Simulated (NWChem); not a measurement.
System: NaCl; SMILES [Cl][Na]

The following NWChem deck was run.

```
start job
memory heap 200 mb stack 900 mb global 1100 mb
geometry units angstroms noautoz
  Na     0.000000     0.000000    -1.428276
  Cl     0.000000     0.000000     0.947118
end
basis spherical
  * library def2-qzvp
end
dft
  xc pbe0
  iterations 150
  mulliken
end
task dft gradient
```

Excerpt of the output:

```
             Northwest Computational Chemistry Package (NWChem) 7.3.0
             --------------------------------------------------------

 ORDER OF PRIMARY AXIS IS BEING SET TO 4
 C4V symmetry detected

                             Geometry "geometry" -> ""
                             -------------------------

 Output coordinates in angstroms (scale by  1.889725989 to convert to a.u.)

  No.       Tag          Charge          X              Y              Z
 ---- ---------------- ---------- -------------- -------------- --------------
    1 Na                  11.0000     0.00000000     0.00000000    -1.44220350
    2 Cl                  17.0000     0.00000000     0.00000000     0.93319050

 Effective nuclear repulsion energy (a.u.)      41.6588345188

      Symmetry information
      --------------------

 Group name             C4v
 Group number             18
 Group order               8
 No. of unique centers     2

                                 NWChem DFT Module
                                 -----------------

 Summary of "ao basis" -> "ao basis" (spherical)
 ------------------------------------------------------------------------------
       Tag                 Description            Shells   Functions and Types
 ---------------- ------------------------------  ------  ---------------------
 Na                        def2-qzvp                18       46   9s5p3d1f
 Cl                        def2-qzvp                22       70   9s6p4d2f1g

      Symmetry analysis of basis
      --------------------------

        a1         41
        a2          1
        b1         11
        b2         11
        e          52

            General Information
            -------------------
          SCF calculation type: DFT
          Wavefunction type:  closed shell.
          No. of atoms     :     2
          No. of electrons :    28
           Alpha electrons :    14
            Beta electrons :    14
          Charge           :     0
          Spin multiplicity:     1
          Use of symmetry is: on ; symmetry adaption is: on
          Maximum number of iterations: 150
          AO basis - number of functions:   116
                     number of shells:    40
          Convergence on energy requested:  1.00D-06
          Convergence on density requested:  1.00D-05
          Convergence on gradient requested:  5.00D-04

              XC Information
              --------------
                         PBE0 Method XC Functional
                     Hartree-Fock (Exact) Exchange  0.250
          PerdewBurkeErnzerhof Exchange Functional  0.750
            Perdew 1991 LDA Correlation Functional  1.000 local
           PerdewBurkeErnz. Correlation Functional  1.000 non-local

             Grid Information
             ----------------
          Grid used for XC integration:  medium
          Radial quadrature: Mura-Knowles
          Angular quadrature: Lebedev.
          Tag              B.-S. Rad. Rad. Pts. Rad. Cut. Ang. Pts.
          ---              ---------- --------- --------- ---------
          Na                  1.80       88          13.0       434
          Cl                  1.00       88          12.0       590
          Grid pruning is: on
          Number of quadrature shells:   176
          Spatial weights used:  Erf1

      Superposition of Atomic Density Guess
      -------------------------------------

 Sum of atomic energies:        -621.34873341

      Non-variational initial energy
      ------------------------------

 Total energy =    -621.228507
 1-e energy   =    -945.761615
 2-e energy   =     282.874273
 HOMO         =      -0.450572
 LUMO         =      -0.051346

      Symmetry analysis of molecular orbitals - initial
      -------------------------------------------------

 !! scf_movecs_sym_adapt:   24 vectors were symmetry contaminated

  Symmetry fudging

 !! scf_movecs_sym_adapt:   22 vectors were symmetry contaminated

  Numbering of irreducible representations:

     1 a1          2 a2          3 b1          4 b2          5 e

  Orbital symmetries:

     1 a1          2 a1          3 a1          4 a1          5 e
     6 e           7 a1          8 a1          9 e          10 e
    11 a1         12 a1         13 e          14 e          15 a1
    16 e          17 e          18 a1         19 a1         20 e
    21 e          22 a1         23 b1         24 b2

     ---------------------------------------------
      Total Density - Mulliken Population Analysis
     ---------------------------------------------

    Atom       Charge   Shell Charges
 -----------   ------   -------------------------------------------------------
    1 Na  11    10.12   1.90 -0.01  0.11  0.59  1.03  0.38  0.06  0.00  0.00  5.76  0.25  0.02  0.01  0.00  0.00  0.02  0.01  0.01
    2 Cl  17    17.88   1.64  0.01  0.28  0.31  1.08  0.61  0.43  1.16  0.45  5.84 -0.00  0.71  2.12  2.49  0.73  0.00  0.00  0.00  0.00  0.00 -0.00  0.00

   convergence    iter        energy       DeltaE   RMS-Dens  Diis-err
 ---------------- ----- ----------------- --------- --------- ---------
 d= 0,ls=0.0,diis     1   -622.3059205225 -6.64D+02  5.46D-03  1.82D+00
 d= 0,ls=0.0,diis     2   -622.3044329322  1.49D-03  4.22D-03  3.00D-01
 d= 0,ls=0.0,diis     3   -622.3235713700 -1.91D-02  1.63D-03  1.75D-01
 d= 0,ls=0.0,diis     4   -622.3422858482 -1.87D-02  1.68D-04  7.69D-04
 d= 0,ls=0.0,diis     5   -622.3424019887 -1.16D-04  2.51D-05  1.61D-05
  Resetting Diis
 d= 0,ls=0.0,diis     6   -622.3424031719 -1.18D-06  8.10D-06  3.20D-06
 d= 0,ls=0.0,diis     7   -622.3424035625 -3.91D-07  1.52D-06  6.08D-08

         Total DFT energy =     -622.342403562467
      One electron energy =     -948.499519286255
           Coulomb energy =      327.007492937185
    Exchange-Corr. energy =      -42.509211732194
 Nuclear repulsion energy =       41.658834518797

 Numeric. integr. density =       27.999999954016

                  Occupations of the irreducible representations
                  ----------------------------------------------

                     irrep           alpha         beta
                     --------     --------     --------
                     a1                8.0          8.0
                     a2                0.0          0.0
                     b1                0.0          0.0
                     b2                0.0          0.0
                     e                 6.0          6.0

                       DFT Final Molecular Orbital Analysis
                       ------------------------------------

 Vector   12  Occ=2.000000D+00  E=-2.552948D-01  Symmetry=a1
              MO Center= -2.5D-15,  1.3D-16,  8.3D-01, r^2= 1.5D+00
   Bfn.  Coefficient  Atom+Function         Bfn.  Coefficient  Atom+Function
  ----- ------------  ---------------      ----- ------------  ---------------
    70      0.408493  2 Cl pz                67      0.362204  2 Cl pz
    58     -0.260382  2 Cl pz                73      0.206108  2 Cl pz
     7     -0.169345  1 Na s                 64      0.141916  2 Cl pz
    12      0.086759  1 Na pz                 5      0.081261  1 Na s
    54      0.067113  2 Cl s                  8      0.039361  1 Na s

 Vector   13  Occ=2.000000D+00  E=-2.388232D-01  Symmetry=e
              MO Center= -9.3D-15,  4.1D-15,  8.7D-01, r^2= 1.4D+00
   Bfn.  Coefficient  Atom+Function         Bfn.  Coefficient  Atom+Function
  ----- ------------  ---------------      ----- ------------  ---------------
    68      0.369216  2 Cl px                65      0.340304  2 Cl px
    56     -0.240041  2 Cl px                71      0.200008  2 Cl px
    69     -0.174543  2 Cl py                66     -0.160875  2 Cl py
    62      0.130624  2 Cl px                57      0.113477  2 Cl py
    72     -0.094552  2 Cl py                63     -0.061751  2 Cl py

 Vector   14  Occ=2.000000D+00  E=-2.388232D-01  Symmetry=e
              MO Center= -4.0D-16,  9.0D-16,  8.7D-01, r^2= 1.4D+00
   Bfn.  Coefficient  Atom+Function         Bfn.  Coefficient  Atom+Function
  ----- ------------  ---------------      ----- ------------  ---------------
    69      0.369216  2 Cl py                66      0.340304  2 Cl py
    57     -0.240041  2 Cl py                72      0.200008  2 Cl py
    68      0.174543  2 Cl px                65      0.160875  2 Cl px
    63      0.130624  2 Cl py                56     -0.113477  2 Cl px
    71      0.094552  2 Cl px                62      0.061751  2 Cl px

 Vector   15  Occ=0.000000D+00  E=-6.185699D-02  Symmetry=a1
              MO Center=  6.6D-14,  1.0D-14, -2.5D+00, r^2= 6.1D+00
   Bfn.  Coefficient  Atom+Function         Bfn.  Coefficient  Atom+Function
  ----- ------------  ---------------      ----- ------------  ---------------
     7      0.509788  1 Na s                  9      0.323915  1 Na s
     8      0.230518  1 Na s                 21     -0.220790  1 Na pz
     5     -0.123260  1 Na s                 18     -0.112528  1 Na pz
     6     -0.097461  1 Na s                 12      0.093571  1 Na pz
    24     -0.087618  1 Na pz                73      0.086494  2 Cl pz

 Vector   16  Occ=0.000000D+00  E= 3.862736D-03  Symmetry=e
              MO Center=  5.2D-14, -2.9D-14, -1.7D+00, r^2= 1.7D+01
   Bfn.  Coefficient  Atom+Function         Bfn.  Coefficient  Atom+Function
  ----- ------------  ---------------      ----- ------------  ---------------
    22      0.660017  1 Na px                23     -0.354191  1 Na py
    19      0.217454  1 Na px                16      0.135623  1 Na px
    20     -0.116694  1 Na py                71     -0.111403  2 Cl px
    38      0.083976  1 Na d  1              10     -0.076674  1 Na px
    17     -0.072781  1 Na py                65     -0.068462  2 Cl px

 Vector   17  Occ=0.000000D+00  E= 3.862736D-03  Symmetry=e
              MO Center=  7.2D-15, -1.4D-14, -1.7D+00, r^2= 1.7D+01
   Bfn.  Coefficient  Atom+Function         Bfn.  Coefficient  Atom+Function
  ----- ------------  ---------------      ----- ------------  ---------------
    23      0.660017  1 Na py                22      0.354191  1 Na px
    20      0.217454  1 Na py                17      0.135623  1 Na py
    19      0.116694  1 Na px                72     -0.111403  2 Cl py
    36     -0.083976  1 Na d -1              11     -0.076674  1 Na py
    16      0.072781  1 Na px                66     -0.068462  2 Cl py

     ---------------------------------------------
      Total Density - Mulliken Population Analysis
     ---------------------------------------------

    Atom       Charge   Shell Charges
 -----------   ------   -------------------------------------------------------
    1 Na  11    10.30   1.90 -0.03  0.12  0.59  1.01  0.40  0.13 -0.02  0.01  5.74  0.25  0.06  0.04  0.01  0.00  0.03  0.04  0.02
    2 Cl  17    17.70   1.65  0.00  0.29  0.31  1.06  0.63  0.44  1.11  0.48  5.86 -0.04  0.72  1.90  2.31  0.98  0.00  0.00  0.00  0.01  0.00 -0.00  0.00

     -------------------------------------------
      Total Density - Lowdin Population Analysis
     -------------------------------------------

    Atom       Charge   Shell Charges
 -----------   ------   -------------------------------------------------------
    1 Na  11    10.96   1.20  0.65  0.24  0.55  0.80  0.52  0.13  0.05  0.02  5.41  0.55  0.20  0.12  0.03  0.00  0.08  0.23  0.19
    2 Cl  17    17.04   0.99  0.68  0.32  0.44  0.82  0.67  0.48  0.74  0.48  3.59  2.02  1.01  1.77  2.01  1.00  0.00  0.00  0.00  0.01  0.00  0.00  0.00

     Multipole analysis of the density
     ---------------------------------

     L   x y z        total         alpha         beta         nuclear
     -   - - -        -----         -----         ----         -------
     0   0 0 0     -0.000000    -14.000000    -14.000000     28.000000

     1   1 0 0      0.000000      0.000000      0.000000      0.000000
     1   0 1 0     -0.000000     -0.000000     -0.000000      0.000000
     1   0 0 1     -3.476629     -1.738315     -1.738315      0.000000

     2   2 0 0    -14.412256     -7.206128     -7.206128      0.000000
     2   1 1 0     -0.000000     -0.000000     -0.000000      0.000000
     2   1 0 1      0.000000      0.000000      0.000000      0.000000
     2   0 2 0    -14.412256     -7.206128     -7.206128      0.000000
     2   0 1 1     -0.000000     -0.000000     -0.000000      0.000000
     2   0 0 2     -8.064936    -71.318135    -71.318135    134.571334

            General Information
            -------------------
          SCF calculation type: DFT
          Wavefunction type:  closed shell.
          No. of atoms     :     2
          No. of electrons :    28
           Alpha electrons :    14
            Beta electrons :    14
          Charge           :     0
          Spin multiplicity:     1
          Use of symmetry is: on ; symmetry adaption is: on
          Maximum number of iterations: 150
          AO basis - number of functions:   116
                     number of shells:    40
          Convergence on energy requested:  1.00D-06
          Convergence on density requested:  1.00D-05
          Convergence on gradient requested:  5.00D-04

              XC Information
              --------------
                         PBE0 Method XC Functional
                     Hartree-Fock (Exact) Exchange  0.250
          PerdewBurkeErnzerhof Exchange Functional  0.750
            Perdew 1991 LDA Correlation Functional  1.000 local
           PerdewBurkeErnz. Correlation Functional  1.000 non-local

             Grid Information
             ----------------
          Grid used for XC integration:  medium
          Radial quadrature: Mura-Knowles
          Angular quadrature: Lebedev.
          Tag              B.-S. Rad. Rad. Pts. Rad. Cut. Ang. Pts.
          ---              ---------- --------- --------- ---------
          Na                  1.80       88          13.0       434
          Cl                  1.00       88          12.0       590
          Grid pruning is: on
          Number of quadrature shells:   176
          Spatial weights used:  Erf1

          Convergence Information
          -----------------------
          Convergence aids based upon iterative change in
          total energy or number of iterations.
          Levelshifting, if invoked, occurs when the
          HOMO/LUMO gap drops below (HL_TOL):  1.00D-02
          DIIS, if invoked, will attempt to extrapolate
          using up to (NFOCK): 10 stored Fock matrices.

                    Damping( 0%)  Levelshifting(0.5)       DIIS
                  --------------- ------------------- ---------------
          dE  on:    start            ASAP                start
          dE off:    2 iters        150 iters           150 iters

                            NWChem DFT Gradient Module
                            --------------------------

  charge          =   0.00
  wavefunction    = closed shell

  Using symmetry

                         DFT ENERGY GRADIENTS

    atom               coordinates                        gradient
                 x          y          z           x          y          z
   1 Na      0.000000   0.000000  -2.725369    0.000000   0.000000  -0.001227
   2 Cl      0.000000   0.000000   1.763474    0.000000   0.000000   0.001227
```

Level: PBE0/def2-QZVP. The geometry was optimised at B3LYP/6-31G* (spherical d).
